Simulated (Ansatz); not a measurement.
Species: molecular fluorine, F₂ (charge 0, singlet). 
Coordinates optimised at B3LYP-D3(BJ)/def2-TZVP (Ansatz, an electronic-structure program):
```
F
F 1 1.3965
```
Charge 0, spin multiplicity 1.

Basis-set convergence of Hartree-Fock and MP2 correlation energies (hartree) with Ansatz. Valence correlation only, unless marked. No spin-orbit coupling. No relativistic terms.

The Hartree-Fock reference is unstable (checked in the largest basis), which strains HF and MP2. 

```json
[
 {"basis": "def2-SVP", "functions": "28", "E(HF)": "-198.50847", "E(corr, MP2)": "-0.38898"},
 {"basis": "def2-TZVPP", "functions": "62", "E(HF)": "-198.76628", "E(corr, MP2)": "-0.51668"},
 {"basis": "def2-QZVPP", "functions": "114", "E(HF)": "-198.77412", "E(corr, MP2)": "-0.56521"}
]
```

Extrapolating the two largest sets (X = 3 and 4) as X^-3: E(corr) = (64·(-0.56521) - 27·(-0.51668))/37 = -0.6006 Eh, an estimate of the basis-set limit. The largest set recovers 94.1 % of it, the smallest 64.8 %.
